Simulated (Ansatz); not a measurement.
A made-up structure of CH5MgSi (charge -1), singlet:

C1  (-1.139, 1.246, -1.311)
Mg2  (-0.510, 0.327, -0.119)
Si3  (0.915, -0.930, 0.890)
H4  (-1.954, 0.768, -1.870)
H5  (-1.099, 2.328, -1.121)
H6  (1.463, -0.155, 2.121)
H7  (2.147, -1.389, 0.028)
H8  (0.177, -2.195, 1.381)
(Å)

It is relaxed with PBE-D4/def2-SVPD and then PBE0-D4/def2-TZVPD (Ansatz 0.2.0). Atoms count as bonded within 1.22 times the sum of their covalent radii (H–H: 0.88 Å). The end point is not checked to be a true minimum.

Question: Does its bonding change? (A judgement: the text doesn't fix the answer.)

Answer: Computed: No: no bond forms or breaks.

Where it ends: The first stage lowers the energy by 3.09 eV in 9 steps. It ends as CH₅MgSi ([CH2][Mg][SiH3]), total charge -1:
```
8
angstrom
C -1.4310 1.5451 -1.5857
Mg -0.5759 0.3929 -0.2132
Si 1.1270 -1.1496 1.1007
H -2.2548 1.1922 -2.2201
H -1.5082 2.6345 -1.4731
H 1.7439 -0.5196 2.3268
H 2.3492 -1.6757 0.3866
H 0.5498 -2.4197 1.6779
```

Labels in which every atom is bracketed show which atoms are joined, not bond orders.

For scale, one of the runs: PBE0-D4/def2-TZVPD relaxation, 160 basis functions, launched by `ansatz run in.yaml --threads 2 --pin off --events-out ev --progress --plain --max-ram 4352MiB`. Hardware: 2 CPU threads of an Arm Neoverse V2, shared host. Wall time about 24 s.
